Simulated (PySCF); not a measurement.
Species: PF4 (charge +1).
Bonds: F1–P2, P2–F3, P2–F4, P2–F5.

The same species was optimised twice, with GFN2-xTB and with PBE0-D3(BJ)/def2-SVP (PySCF), and the same property calculations (PySCF, gas phase) were run on both structures.

| coordinate | GFN2-xTB | PBE0-D3(BJ)/def2-SVP | change |
| --- | --- | --- | --- |
| P2–F4 (Å) | 1.504 | 1.509 | +0.005 |
| F1–P2 (Å) | 1.504 | 1.509 | +0.005 |
| P2–F5 (Å) | 1.504 | 1.509 | +0.005 |
| P2–F3 (Å) | 1.504 | 1.509 | +0.005 |
| F4–P2–F5 (°) | 109.5 | 109.7 | +0.2 |
| F1–P2–F3 (°) | 109.5 | 109.7 | +0.2 |
| F1–P2–F5 (°) | 109.5 | 109.3 | -0.2 |
| F3–P2–F5 (°) | 109.5 | 109.4 | -0.1 |
| F3–P2–F4 (°) | 109.5 | 109.4 | -0.1 |
| F1–P2–F4 (°) | 109.5 | 109.4 | -0.1 |

Rotational constants: A = 4412, B = 4411, C = 4410 MHz (GFN2-xTB) against A = 4389, B = 4386, C = 4372 MHz (PBE0-D3(BJ)/def2-SVP). Point groups within 0.08 Å: Td and Td. Atoms that the bonding makes alike are paired by their places after alignment.

On the GFN2-xTB structure: lowest singlet, TDDFT (eV) 11.59 [wB97X-D/def2-SVPD]; isotropic polarisability (au) 20.1 [wB97X-D/def2-SVPD]; HOMO (eV) -23.15 [wB97X-D/def2-SVPD]; LUMO (eV) -5.70 [wB97X-D/def2-SVPD]; HOMO (eV) -21.15 [PBE0/pcSseg-1]; LUMO (eV) -7.68 [PBE0/pcSseg-1]; GIAO shielding of F1/F3/F4/F5 (mean) (ppm) 250.2 [PBE0/pcSseg-1]; GIAO shielding of P2 (ppm) 333.1 [PBE0/pcSseg-1].

What do these properties become on the PBE0-D3(BJ)/def2-SVP structure?

| property | level | on GFN2-xTB | on PBE0-D3(BJ)/def2-SVP | change |
| --- | --- | --- | --- | --- |
| lowest singlet, TDDFT (eV) | wB97X-D/def2-SVPD | 11.59 | 11.45 | -0.14 |
| isotropic polarisability (au) | wB97X-D/def2-SVPD | 20.1 | 20.2 | +0.1 |
| HOMO (eV) | wB97X-D/def2-SVPD | -23.15 | -23.14 | +0.01 |
| LUMO (eV) | wB97X-D/def2-SVPD | -5.70 | -5.82 | -0.12 |
| energy, GFN2-xTB geometry as zero (kcal/mol) | wB97X-D/def2-SVPD | 0.0 | -0.2 | -0.2 |
| HOMO (eV) | PBE0/pcSseg-1 | -21.15 | -21.13 | +0.02 |
| LUMO (eV) | PBE0/pcSseg-1 | -7.68 | -7.80 | -0.12 |
| energy, GFN2-xTB geometry as zero (kcal/mol) | PBE0/pcSseg-1 | 0.0 | -0.1 | -0.1 |
| GIAO shielding of F1/F3/F4/F5 (mean) (ppm) | PBE0/pcSseg-1 | 250.2 | 246.7 | -3.5 |
| GIAO shielding of P2 (ppm) | PBE0/pcSseg-1 | 333.1 | 330.3 | -2.8 |

The heavy atoms differ by 0.005 Å rms after alignment (one structure mirrored). Among all bonds F1–P2, P2–F3, P2–F4 and P2–F5 change most and about equally (+0.005 Å). Changes are differences of the printed values. Neither structure is proved a minimum here. Geometry: PBE0-D3(BJ)/def2-SVP; no solvent, vibrations or thermal averaging.

wB97X-D is run here without its empirical dispersion term; that term would change no orbital, density or response property at a fixed geometry.
